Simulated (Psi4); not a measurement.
Psi4 input (wB97X-D/6-311+G**):

```
memory 1500 MB

molecule {
0 2
C     0.04224489   -0.56967492    0.04211330
O    -0.04486502    0.78779394   -0.03501777
H     1.07433732   -0.94369547   -0.01301193
H    -0.49479825   -0.99234206    0.90297455
H    -0.47408828   -0.94826445   -0.86250030
symmetry c1
no_reorient
no_com
}

set {
  basis 6-311+G**
  reference uks
  scf_type pk
  dft_radial_points 99
  dft_spherical_points 590
  e_convergence 1e-8
  d_convergence 1e-7
  maxiter 150
}

e = energy('wb97x-d')
print_out(f'\nFINAL {e:.10f} DIPOLE {variable("CURRENT DIPOLE")[0]:.6f} {variable("CURRENT DIPOLE")[1]:.6f} {variable("CURRENT DIPOLE")[2]:.6f}\n')
```

Output:

```
   => Loading Basis Set <=

    Name: 6-311+G**
    Role: ORBITAL
    Keyword: BASIS
    atoms 1   entry C          line   129 file 6-311pgss.gbs
    atoms 2   entry O          line   171 file 6-311pgss.gbs
    atoms 3-5 entry H          line    42 file 6-311pgss.gbs

   => WB97X-D: Empirical Dispersion <=

    Chai and Head-Gordon Dispersion Correction
    Chai, J.-D.; Head-Gordon, M. (2010), J. Chem. Phys., 132: 6615-6620

        s6 =       1.000000

         ---------------------------------------------------------
                                   SCF
               by Justin Turney, Rob Parrish, Andy Simmonett
                          and Daniel G. A. Smith
                              UKS Reference
         ---------------------------------------------------------

  ==> Geometry <==

    Molecular point group: c1
    Full point group: C1

    Geometry (in Angstrom), charge = 0, multiplicity = 2:

       Center              X                  Y                   Z               Mass
    ------------   -----------------  -----------------  -----------------  -----------------
         C            0.042244890000    -0.569674920000     0.042113300000    12.000000000000
         O           -0.044865020000     0.787793940000    -0.035017770000    15.994914619570
         H            1.074337320000    -0.943695470000    -0.013011930000     1.007825032230
         H           -0.494798250000    -0.992342060000     0.902974550000     1.007825032230
         H           -0.474088280000    -0.948264450000    -0.862500300000     1.007825032230

  Running in c1 symmetry.

  Rotational constants: A =      5.26231  B =      0.92344  C =      0.91711 [cm^-1]
  Rotational constants: A = 157760.00934  B =  27684.03618  C =  27494.31572 [MHz]
  Nuclear repulsion =   34.430726667693094

  Charge       = 0
  Multiplicity = 2
  Electrons    = 17
  Nalpha       = 9
  Nbeta        = 8

  ==> Algorithm <==

  SCF Algorithm Type is PK.
  DIIS enabled.
  MOM disabled.
  Fractional occupation disabled.
  Guess Type is SAD.
  Energy threshold   = 1.00e-08
  Density threshold  = 1.00e-07
  Integral threshold = 1.00e-12

  ==> Primary Basis <==

  Basis Set: 6-311+G**
    Blend: 6-311+G**
    Number of shells: 32
    Number of basis functions: 62
    Number of Cartesian functions: 64
    Spherical Harmonics?: true
    Max angular momentum: 2

  ==> DFT Potential <==

   => LibXC <=

    Version 7.1.2
    S. Lehtola, C. Steigemann, M. J. T. Oliveira, and M. A. L. Marques,  SoftwareX 7, 1–5 (2018) (10.1016/j.softx.2017.11.002)

   => Composite Functional: WB97X-D <=

    wB97X-D Hyb-GGA Exchange-Correlation Functional

    J.-D. Chai and M. Head-Gordon,  Phys. Chem. Chem. Phys. 10, 6615–6620 (2008) (10.1039/B810189B)

    Deriv               =              1
    GGA                 =           TRUE
    Meta                =          FALSE

    Exchange Hybrid     =           TRUE
    MP2 Hybrid          =          FALSE

   => Exchange-Correlation Functionals <=

    1.0000   wB97X-D range-separated functional

   => Exact (HF) Exchange <=

    0.7780            HF,LR [omega = 0.2000]
    0.2220               HF

   => LibXC Density Thresholds  <==

    XC_HYB_GGA_XC_WB97X_D:  1.00E-14

   => Molecular Quadrature <=

    Radial Scheme          =       TREUTLER
    Pruning Scheme         =           NONE
    Nuclear Scheme         =       TREUTLER

    Blocking Scheme        =         OCTREE
    BS radius alpha        =              1
    Pruning alpha          =              1
    Radial Points          =             99
    Spherical Points       =            590
    Total Points           =         282681
    Total Blocks           =           2093
    Max Points             =            256
    Max Functions          =             62
    Weights Tolerance      =       1.00E-15

  ==> Integral Setup <==

  Using in-core PK algorithm.
   Calculation information:
      Number of atoms:                   5
      Number of AO shells:              32
      Number of primitives:             56
      Number of atomic orbitals:        64
      Number of basis functions:        62

      Integral cutoff                 1.00e-12
      Number of threads:                 1

  Performing in-core PK
  Using 5724243 doubles for integral storage.
  We computed 139611 shell quartets total.
  Whereas there are 139656 unique shell quartets.

  Computing range-separated integrals for PK
  We computed 139611 wK shell quartets total.
  Whereas there are 139656 wK unique shell quartets.

  ==> DiskJK: Disk-Based J/K Matrices <==

    J tasked:                  Yes
    K tasked:                  Yes
    wK tasked:                 Yes
    Omega:               2.000E-01
    Schwarz Cutoff:          1E-12


  Cached 100.0% of DFT collocation blocks in 0.463 [GiB].

  Minimum eigenvalue in the overlap matrix is 4.4446322801E-03.
  Reciprocal condition number of the overlap matrix is 6.3669688945E-04.
    Using symmetric orthogonalization.

  ==> Pre-Iterations <==

  SCF Guess: Superposition of Atomic Densities via on-the-fly atomic UHF (no occupation information).

   -------------------------
    Irrep   Nso     Nmo
   -------------------------
     A         62      62
   -------------------------
    Total      62      62
   -------------------------

  ==> Iterations <==

                        Total Energy        Delta E     RMS |[F,P]|

   @UKS iter SAD:  -114.39154944182157   -1.14392e+02   0.00000e+00
   @UKS iter   1:  -114.94703052932708   -5.55481e-01   7.09486e-03 DIIS/ADIIS
   @UKS iter   2:  -114.98394492414029   -3.69144e-02   6.57980e-03 DIIS/ADIIS
   @UKS iter   3:  -115.04514395380464   -6.11990e-02   9.78090e-04 DIIS/ADIIS
   @UKS iter   4:  -115.04714255719342   -1.99860e-03   4.91016e-04 DIIS/ADIIS
   @UKS iter   5:  -115.04787663635705   -7.34079e-04   1.14058e-04 DIIS/ADIIS
   @UKS iter   6:  -115.04798531441067   -1.08678e-04   3.47771e-05 DIIS
   @UKS iter   7:  -115.04799882400151   -1.35096e-05   7.22704e-06 DIIS
   @UKS iter   8:  -115.04799915384349   -3.29842e-07   1.80623e-06 DIIS
   @UKS iter   9:  -115.04799918028807   -2.64446e-08   6.33950e-07 DIIS
   @UKS iter  10:  -115.04799918395709   -3.66902e-09   2.36880e-07 DIIS
   @UKS iter  11:  -115.04799918476471   -8.07617e-10   1.03154e-07 DIIS
   @UKS iter  12:  -115.04799918489680   -1.32090e-10   3.55853e-08 DIIS
  Energy and wave function converged.

  ==> Post-Iterations <==

   Electrons on quadrature grid:
      Nalpha   =    8.9999999935 ; deviation = -6.508e-09
      Nbeta    =    7.9999999848 ; deviation = -1.521e-08
      Ntotal   =   16.9999999783 ; deviation = -2.172e-08

   @Spin Contamination Metric:   3.861102524E-03
   @S^2 Expected:                7.500000000E-01
   @S^2 Observed:                7.538611025E-01
   @S   Expected:                5.000000000E-01
   @S   Observed:                5.000000000E-01

    Orbital Energies [Eh]
    ---------------------

    Alpha Occupied:

       1A    -19.298413     2A    -10.342681     3A     -1.141349
       4A     -0.777238     5A     -0.580221     6A     -0.558515
       7A     -0.533627     8A     -0.421638     9A     -0.381495

    Alpha Virtual:

      10A      0.066096    11A      0.092420    12A      0.100224
      13A      0.100884    14A      0.206904    15A      0.229417
      16A      0.231873    17A      0.278141    18A      0.285725
      19A      0.291256    20A      0.292420    21A      0.383442
      22A      0.470615    23A      0.488896    24A      0.617804
      25A      0.636655    26A      0.661614    27A      0.720752
      28A      0.926603    29A      1.034713    30A      1.057842
      31A      1.115308    32A      1.200176    33A      1.208600
      34A      1.501816    35A      1.537381    36A      1.588373
      37A      1.596435    38A      1.684966    39A      1.722588
      40A      1.758161    41A      2.076615    42A      2.161786
      43A      2.177385    44A      2.449627    45A      2.497752
      46A      2.513609    47A      2.550601    48A      2.553750
      49A      2.843042    50A      2.882437    51A      2.906600
      52A      3.122673    53A      3.189427    54A      3.312180
      55A      3.851418    56A      3.876882    57A      4.070111
      58A      5.031238    59A      5.077066    60A      5.629597
      61A     24.000141    62A     49.943254

    Beta Occupied:

       1A    -19.277953     2A    -10.343162     3A     -1.084956
       4A     -0.757373     5A     -0.551866     6A     -0.530247
       7A     -0.509545     8A     -0.358326

    Beta Virtual:

       9A     -0.065717    10A      0.067571    11A      0.094143
      12A      0.100879    13A      0.102475    14A      0.213907
      15A      0.230823    16A      0.233504    17A      0.287732
      18A      0.292816    19A      0.295315    20A      0.300301
      21A      0.386483    22A      0.476475    23A      0.490942
      24A      0.624664    25A      0.642751    26A      0.661942
      27A      0.724127    28A      0.926368    29A      1.063628
      30A      1.071070    31A      1.128190    32A      1.207506
      33A      1.240099    34A      1.507354    35A      1.561416
      36A      1.591453    37A      1.602154    38A      1.691899
      39A      1.726906    40A      1.767958    41A      2.084588
      42A      2.171625    43A      2.183181    44A      2.458158
      45A      2.503177    46A      2.521494    47A      2.552930
      48A      2.564362    49A      2.869020    50A      2.956763
      51A      2.964722    52A      3.141840    53A      3.250123
      54A      3.326873    55A      3.865457    56A      3.878967
      57A      4.091503    58A      5.098974    59A      5.138104
      60A      5.652813    61A     23.999602    62A     49.967464

    Final Occupation by Irrep:
              A
    DOCC [     8 ]
    SOCC [     1 ]
    NA   [     9 ]
    NB   [     8 ]

  @UKS Final Energy:  -115.04799918489680

   => Energetics <=

    Nuclear Repulsion Energy =             34.4307266676930936
    One-Electron Energy =                -224.4480754292971483
    Two-Electron Energy =                  85.3689750137089760
    DFT Exchange-Correlation Energy =     -10.3992716176695197
    Empirical Dispersion Energy =          -0.0003538193321729
    VV10 Nonlocal Energy =                  0.0000000000000000
    Total Energy =                       -115.0479991848967956

  UHF NO Occupations:
  HONO-2 :    7  A 1.9994519
  HONO-1 :    8  A 1.9991738
  HONO-0 :    9  A 1.0000000
  LUNO+0 :   10  A 0.0008262
  LUNO+1 :   11  A 0.0005481
  LUNO+2 :   12  A 0.0002644
  LUNO+3 :   13  A 0.0002615

Computation Completed

Properties will be evaluated at   0.000000,   0.000000,   0.000000 [a0]

Properties computed using the SCF density matrix

 Multipole Moments:

 ------------------------------------------------------------------------------------
     Multipole            Electronic (a.u.)      Nuclear  (a.u.)        Total (a.u.)
 ------------------------------------------------------------------------------------

 L = 1.  Multiply by 2.5417464519 to convert [e a0] to [Debye]
 Dipole X            :          0.0109940           -0.0000001            0.0109939
 Dipole Y            :         -0.8766410            0.0000000           -0.8766410
 Dipole Z            :         -0.0277237           -0.0000001           -0.0277238
 Magnitude           :                                                    0.8771481

 ------------------------------------------------------------------------------------

FINAL -115.0479991849 DIPOLE 0.010994 -0.876641 -0.027724

*** Psi4 exiting successfully. Buy a developer a beer!
```

The geometry given is a B3LYP-D3(BJ)/def2-TZVP minimum.
